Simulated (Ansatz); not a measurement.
All values below come from B3LYP-D3(BJ)/def2-TZVP run with Ansatz (a program for electronic structure). No frequencies were computed at this level.

Ansatz 0.2 input:
```yaml
crystal:
  periodic: [false, false, false]
  atoms:
    - { symbol: Si, position_ang: [-0.001214, 0.000496, 0.238267] }
    - { symbol: H, position_ang: [-0.673589, 1.243087, -0.084967] }
    - { symbol: H, position_ang: [1.414028, -0.038553, -0.071402] }
    - { symbol: H, position_ang: [-0.739224, -1.20503, -0.081897] }
basis:
  gaussian: { orbitals: def2-tzvp }
hamiltonian:
  xc: b3lyp
  dispersion: d3bj
relax:
  max_steps: 150
magnetization:
  spin_polarized: true
  initial_magnetization: 1
```

Output:

```
Functional definition: B3LYP
393 factors; their error is unknown
mean field evaluation 1: about -7925.1163 eV, gradient 7.5e0 eV
mean field evaluation 2: about -7925.4990 eV, gradient 3.1e0 eV
mean field evaluation 4: about -7925.5633 eV, gradient 1.1e-1 eV
mean field evaluation 8: about -7925.5892 eV, gradient 9.5e-3 eV
mean field -7925.58920067 eV, -291.2600309672 hartree, gradient 1.5e-5 eV, S^2 0.752509; 0 other end points of the search recorded, 0 dependent functions left out
reference -7925.58940353 eV, -291.2600384223 hartree; 9, 8 occupied and 46, 47 virtual orbitals, 393 factors
relax step   1: F+E_penalty+E_count = -7925.65793759 eV  Δ(F+E_penalty+E_count) = +0.000e0 eV  max|allowed force component| = 9.047e-1 eV/Å  Δτ_max = 0.0000 Å  (22 SCF iters, accepted)
these checks for a lower state are left out or cut short: starts, cluster_reference, orbital_swaps, neighbouring_geometries, increment
393 factors; their error is unknown
mean field evaluation 16: about -7925.6301 eV, gradient 6.8e-2 eV
mean field -7925.65520269 eV, -291.2624564969 hartree, gradient 2.2e-5 eV, S^2 0.751911; 0 other end points of the search recorded, 0 dependent functions left out
reference -7925.65540542 eV, -291.2624639471 hartree; 9, 8 occupied and 46, 47 virtual orbitals, 393 factors
relax step   2: F+E_penalty+E_count = -7925.72409895 eV  Δ(F+E_penalty+E_count) = -6.616e-2 eV  max|allowed force component| = 1.486e-1 eV/Å  Δτ_max = 0.0993 Å  (25 SCF iters, accepted)
these checks for a lower state are left out or cut short: starts, cluster_reference, orbital_swaps, neighbouring_geometries, increment
393 factors; their error is unknown
mean field -7925.65715157 eV, -291.2625281167 hartree, gradient 5.0e-5 eV, S^2 0.751909; 0 other end points of the search recorded, 0 dependent functions left out
reference -7925.65735469 eV, -291.2625355812 hartree; 9, 8 occupied and 46, 47 virtual orbitals, 393 factors
relax step   3: F+E_penalty+E_count = -7925.72601186 eV  Δ(F+E_penalty+E_count) = -1.913e-3 eV  max|allowed force component| = 2.685e-2 eV/Å  Δτ_max = 0.0099 Å  (24 SCF iters, accepted)
these checks for a lower state are left out or cut short: starts, cluster_reference, orbital_swaps, neighbouring_geometries, increment
393 factors; their error is unknown
mean field evaluation 32: about -7925.6572 eV, gradient 1.7e-5 eV
mean field -7925.65716570 eV, -291.2625286361 hartree, gradient 1.7e-5 eV, S^2 0.751888; 0 other end points of the search recorded, 0 dependent functions left out
reference -7925.65736869 eV, -291.2625360958 hartree; 9, 8 occupied and 46, 47 virtual orbitals, 393 factors
relax step   4: F+E_penalty+E_count = -7925.72604421 eV  Δ(F+E_penalty+E_count) = -3.235e-5 eV  max|allowed force component| = 3.221e-2 eV/Å  Δτ_max = 0.0050 Å  (22 SCF iters, accepted)
these checks for a lower state are left out or cut short: starts, cluster_reference, orbital_swaps, neighbouring_geometries, increment
393 factors; their error is unknown
mean field -7925.65722885 eV, -291.2625309568 hartree, gradient 1.8e-5 eV, S^2 0.751900; 0 other end points of the search recorded, 0 dependent functions left out
reference -7925.65743187 eV, -291.2625384176 hartree; 9, 8 occupied and 46, 47 virtual orbitals, 393 factors
relax step   5: F+E_penalty+E_count = -7925.72610144 eV  Δ(F+E_penalty+E_count) = -5.723e-5 eV  max|allowed force component| = 6.109e-4 eV/Å  Δτ_max = 0.0029 Å  (21 SCF iters, accepted)
393 factors; their error is unknown
mean field -7925.65722885 eV, -291.2625309568 hartree, gradient 1.8e-5 eV, S^2 0.751900; 1 other end points of the search recorded, 0 dependent functions left out
reference -7925.65743187 eV, -291.2625384176 hartree; 9, 8 occupied and 46, 47 virtual orbitals, 393 factors
Total energy: -7925.72630446 eV, -291.2650694385 hartree
Atom 0 at    -0.001914     0.000486     0.341218 Å, force    -0.000009    -0.000003     0.000574 eV/Å
Atom 1 at    -0.671756     1.240614    -0.119289 Å, force    -0.000287     0.000535    -0.000194 eV/Å
Atom 2 at     1.411371    -0.038221    -0.105764 Å, force     0.000611    -0.000015    -0.000189 eV/Å
Atom 3 at    -0.737700    -1.202879    -0.116165 Å, force    -0.000315    -0.000516    -0.000191 eV/Å
Dipole moment:    -0.000095     0.000024     0.017108 e Å
```

Cost: very roughly 4 core-seconds.
